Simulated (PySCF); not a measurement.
PySCF input for dimethyl sulfide cation (C2H6S), SMILES CSC (connectivity only; charge and spin as stated), charge +1, multiplicity 2, PBE-D3(BJ)/def2-TZVP. Geometry: PBE-D3(BJ)/def2-TZVP. The spin state was assumed, not searched.

```python
import numpy as np
from pyscf import gto, scf, dft, df
from pyscf.hessian import thermo

mol = gto.M(
    atom='''
    C     1.39935145    0.00000000   -0.47573215
    S     0.00000000    0.00000000    0.61878810
    C    -1.39935144   -0.00000000   -0.47573216
    H     1.36164588    0.89607118   -1.11897520
    H     2.30553812    0.00000000    0.14203854
    H     1.36164588   -0.89607118   -1.11897520
    H    -1.36164588    0.89607118   -1.11897520
    H    -2.30553813   -0.00000000    0.14203855
    H    -1.36164588   -0.89607118   -1.11897520
    ''',
    basis='def2-TZVP',
    charge=1,
    spin=1,
    max_memory=1600,
    verbose=3,
)
mf = dft.UKS(mol, xc='pbe').density_fit(auxbasis='def2-universal-jkfit')
mf.disp = 'd3bj'
mf.grids.level = 3
mf.conv_tol = 1e-11
mf.max_cycle = 100
mf.kernel()
fine, coarse = mf.grids, dft.Grids(mol).set(level=1).build(with_non0tab=True)
for _ in range(3):  # follow internal instabilities
    mf.grids = coarse
    mo, _, stable, _ = mf.stability(return_status=True, nroots=4)
    mf.grids = fine
    if stable:
        break
    mf.kernel(mf.make_rdm1(mo, mf.mo_occ))

# [left out here: the lines that compute and print the analytic Hessian (its translational invariance restored by hand, since the grid's response is missing), thermochemistry and intensities]
```

It prints:

```

WARN: HOMO -0.252079671493423 >= LUMO -0.252079671493423

converged SCF energy = -477.460916624467  <S^2> = 0.75367833  2S+1 = 2.003675
<class 'pyscf.df.df_jk.DFUKS'> wavefunction is stable in the internal stability analysis

WARN: DFTD3 does not support analytical Hessian, using finite difference


WARN: Mole.unit (angstrom) is changed to Bohr

Mode                                 0                   1                   2
Irrep
Freq [cm^-1]                       37.0308            119.3770            280.9439
Reduced mass [au]                   1.0206              1.1833              2.5308
Force const [Dyne/A]                0.0008              0.0099              0.1177
Char temp [K]                      53.2791            171.7569            404.2157
Normal mode                   x     y     z       x     y     z       x     y     z
       0   C                -0.00 -0.02 -0.00   -0.00  0.06 -0.00   -0.12 -0.00 -0.07
       1   S                 0.00  0.00  0.00   -0.00 -0.05  0.00   -0.00  0.00  0.08
       2   C                -0.00  0.02  0.00    0.00  0.06 -0.00    0.12 -0.00 -0.07
       3   H                -0.18 -0.25 -0.30   -0.22 -0.14 -0.25   -0.23 -0.00 -0.07
       4   H                -0.00  0.33 -0.00   -0.00  0.40 -0.00   -0.01 -0.00 -0.24
       5   H                 0.18 -0.25  0.30    0.22 -0.14  0.25   -0.23  0.00 -0.07
       6   H                -0.18  0.25  0.30    0.22 -0.14 -0.25    0.23 -0.00 -0.07
       7   H                -0.00 -0.33  0.00    0.00  0.40 -0.00    0.01 -0.00 -0.24
       8   H                 0.18  0.25 -0.30   -0.22 -0.14  0.25    0.23  0.00 -0.07
Mode                                 3                   4                   5
Irrep
Freq [cm^-1]                      686.9192            723.6569            784.1769
Reduced mass [au]                   5.4413              6.2580              1.1807
Force const [Dyne/A]                1.5127              1.9309              0.4278
Char temp [K]                     988.3238           1041.1812           1128.2560
Normal mode                   x     y     z       x     y     z       x     y     z
       0   C                -0.14 -0.00  0.09   -0.11 -0.00  0.11    0.00 -0.08 -0.00
       1   S                -0.00  0.00 -0.08    0.10  0.00 -0.00   -0.00  0.03  0.00
       2   C                 0.14 -0.00  0.09   -0.11 -0.00 -0.11    0.00 -0.08 -0.00
       3   H                -0.06 -0.01  0.07   -0.14 -0.03  0.06   -0.32  0.11  0.26
       4   H                -0.17 -0.00  0.13   -0.04  0.00 -0.00   -0.00  0.24 -0.00
       5   H                -0.06  0.01  0.07   -0.14  0.03  0.06    0.32  0.11 -0.26
       6   H                 0.06 -0.01  0.07   -0.14  0.03 -0.06    0.32  0.11  0.26
       7   H                 0.17 -0.00  0.13   -0.04  0.00  0.00    0.00  0.24 -0.00
       8   H                 0.06  0.01  0.07   -0.14 -0.03 -0.06   -0.32  0.11 -0.26
Mode                                 6                   7                   8
Irrep
Freq [cm^-1]                      830.2411            875.9282           1021.7185
Reduced mass [au]                   1.1737              1.2294              1.3883
Force const [Dyne/A]                0.4767              0.5557              0.8539
Char temp [K]                    1194.5322           1260.2656           1470.0254
Normal mode                   x     y     z       x     y     z       x     y     z
       0   C                 0.00  0.08  0.00   -0.07  0.00 -0.05   -0.06  0.00 -0.08
       1   S                -0.00 -0.00 -0.00    0.03 -0.00 -0.00    0.00  0.00  0.04
       2   C                 0.00 -0.08 -0.00   -0.07 -0.00  0.05    0.06  0.00 -0.08
       3   H                 0.33 -0.10 -0.26    0.29  0.05  0.01    0.29  0.06 -0.01
       4   H                 0.00 -0.20 -0.00   -0.32 -0.00  0.34   -0.30 -0.00  0.28
       5   H                -0.33 -0.10  0.26    0.29 -0.05  0.01    0.29 -0.06 -0.01
       6   H                 0.33  0.10  0.26    0.29 -0.05 -0.01   -0.29  0.06 -0.01
       7   H                 0.00  0.20  0.00   -0.32  0.00 -0.34    0.30 -0.00  0.28
       8   H                -0.33  0.10 -0.26    0.29  0.05 -0.01   -0.29 -0.06 -0.01
Mode                                 9                  10                  11
Irrep
Freq [cm^-1]                     1257.5132           1277.9512           1341.6027
Reduced mass [au]                   1.1171              1.1280              1.0591
Force const [Dyne/A]                1.0408              1.0854              1.1231
Char temp [K]                    1809.2816           1838.6873           1930.2675
Normal mode                   x     y     z       x     y     z       x     y     z
       0   C                 0.04 -0.00 -0.05    0.04 -0.00 -0.05   -0.00  0.05 -0.00
       1   S                 0.01 -0.00  0.00   -0.00 -0.00 -0.01   -0.00 -0.00  0.00
       2   C                 0.04  0.00  0.05   -0.04 -0.00 -0.05   -0.00 -0.05  0.00
       3   H                -0.25  0.21  0.28   -0.25  0.21  0.28   -0.30 -0.05 -0.09
       4   H                -0.14  0.00  0.22   -0.15  0.00  0.23    0.00 -0.52 -0.00
       5   H                -0.25 -0.21  0.28   -0.25 -0.21  0.28    0.30 -0.05  0.09
       6   H                -0.25 -0.21 -0.28    0.25  0.21  0.28   -0.30  0.05  0.09
       7   H                -0.14 -0.00 -0.22    0.15  0.00  0.23    0.00  0.52  0.00
       8   H                -0.25  0.21 -0.28    0.25 -0.21  0.28    0.30  0.05 -0.09
Mode                                12                  13                  14
Irrep
Freq [cm^-1]                     1351.2231           1376.0058           1385.3644
Reduced mass [au]                   1.0605              1.0456              1.0482
Force const [Dyne/A]                1.1408              1.1664              1.1853
Char temp [K]                    1944.1093           1979.7659           1993.2310
Normal mode                   x     y     z       x     y     z       x     y     z
       0   C                 0.05  0.00  0.01   -0.00  0.04 -0.00   -0.04 -0.00 -0.00
       1   S                 0.00  0.00 -0.00    0.00  0.01 -0.00    0.00 -0.00 -0.01
       2   C                 0.05 -0.00 -0.01    0.00  0.04  0.00    0.04 -0.00 -0.00
       3   H                -0.21 -0.20 -0.26   -0.32 -0.04 -0.07    0.20  0.20  0.27
       4   H                -0.20 -0.00  0.35    0.00 -0.51 -0.00    0.22  0.00 -0.36
       5   H                -0.21  0.20 -0.26    0.32 -0.04  0.07    0.20 -0.20  0.27
       6   H                -0.21  0.20  0.26    0.32 -0.04 -0.07   -0.20  0.20  0.27
       7   H                -0.20  0.00 -0.35   -0.00 -0.51 -0.00   -0.22  0.00 -0.36
       8   H                -0.21 -0.20  0.26   -0.32 -0.04  0.07   -0.20 -0.20  0.27
Mode                                15                  16                  17
Irrep
Freq [cm^-1]                     2936.9825           2948.2374           3012.8650
Reduced mass [au]                   1.0325              1.0324              1.1015
Force const [Dyne/A]                5.2474              5.2873              5.8912
Char temp [K]                    4225.6639           4241.8571           4334.8419
Normal mode                   x     y     z       x     y     z       x     y     z
       0   C                 0.01  0.00 -0.03   -0.01 -0.00  0.03   -0.00 -0.06 -0.00
       1   S                 0.00 -0.00  0.00   -0.00 -0.00  0.00    0.00  0.00  0.00
       2   C                 0.01 -0.00  0.03    0.01 -0.00  0.03   -0.00  0.06  0.00
       3   H                 0.02 -0.38  0.26   -0.02  0.37 -0.26   -0.02  0.38 -0.28
       4   H                -0.20 -0.00 -0.14    0.22 -0.00  0.16    0.00 -0.01  0.00
       5   H                 0.02  0.38  0.26   -0.02 -0.37 -0.26    0.02  0.38  0.28
       6   H                 0.02  0.38 -0.26    0.02  0.37 -0.26   -0.02 -0.38  0.28
       7   H                -0.20 -0.00  0.14   -0.22 -0.00  0.16    0.00  0.01 -0.00
       8   H                 0.02 -0.38 -0.26    0.02 -0.37 -0.26    0.02 -0.38 -0.28
Mode                                18                  19                  20
Irrep
Freq [cm^-1]                     3015.5579           3091.9301           3093.0397
Reduced mass [au]                   1.0978              1.1007              1.1052
Force const [Dyne/A]                5.8815              6.1998              6.2294
Char temp [K]                    4338.7164           4448.5990           4450.1955
Normal mode                   x     y     z       x     y     z       x     y     z
       0   C                -0.00 -0.06 -0.00    0.04 -0.00  0.04   -0.04  0.00 -0.05
       1   S                -0.00 -0.00 -0.00    0.00  0.00 -0.00    0.00 -0.00  0.00
       2   C                 0.00 -0.06 -0.00    0.04  0.00 -0.04    0.04  0.00 -0.05
       3   H                -0.02  0.38 -0.29    0.00  0.13 -0.08    0.00 -0.15  0.09
       4   H                 0.00 -0.01  0.00   -0.52 -0.00 -0.36    0.51  0.00  0.35
       5   H                 0.02  0.38  0.29    0.00 -0.13 -0.08    0.00  0.15  0.09
       6   H                 0.02  0.38 -0.29    0.00 -0.13  0.08   -0.00 -0.15  0.09
       7   H                -0.00 -0.01  0.00   -0.52  0.00  0.36   -0.51  0.00  0.35
       8   H                -0.02  0.38  0.29    0.00  0.13  0.08   -0.00  0.15  0.09
temperature 298.1500 [K]
pressure 101325.00 [Pa]
Rotational constants [GHz] 19.62091 7.38117 5.75925
Symmetry number 2
Zero-point energy (ZPE) 0.07164 [Eh]   188102.400 [J/mol]
                           tot       elec      trans        rot        vib
Entropy [J/mol/K]       306.317      5.763    160.244     92.436     47.873
Cv [J/mol/K]             67.790      0.000     12.472     12.472     42.846
Cp [J/mol/K]             76.104      0.000     20.786     12.472     42.846
Internal energy [J/mol]                      3718.434   3718.434 194752.718
Internal energy [Eh]   -477.38391  -477.46092
Enthalpy [J/mol]                             6197.391   3718.434 194752.718
Enthalpy [Eh]          -477.38296
Gibbs free energy [J/mol]                  -41579.443 -23841.393 180479.262
Gibbs free energy [Eh] -477.41775
mode   freq/cm-1   IR/(km/mol)
   1       37.03         0.000
   2      119.38         0.405
   3      280.94         0.009
   4      686.92         0.648
   5      723.66         9.271
   6      784.18         4.677
   7      830.24         0.000
   8      875.93         2.493
   9     1021.72        14.937
  10     1257.51         5.287
  11     1277.95        38.953
  12     1341.60         0.000
  13     1351.22         2.428
  14     1376.01        47.414
  15     1385.36        12.192
  16     2936.98        61.570
  17     2948.24        22.608
  18     3012.86         0.000
  19     3015.56        26.700
  20     3091.93         5.357
  21     3093.04        22.449
max |gradient| / (hartree/bohr): 3.663540337091279e-05
APT charges: [-0.114   0.5936 -0.114   0.1046  0.108   0.1046  0.1046  0.108   0.1046]
```

The calculation finished and met its thresholds.
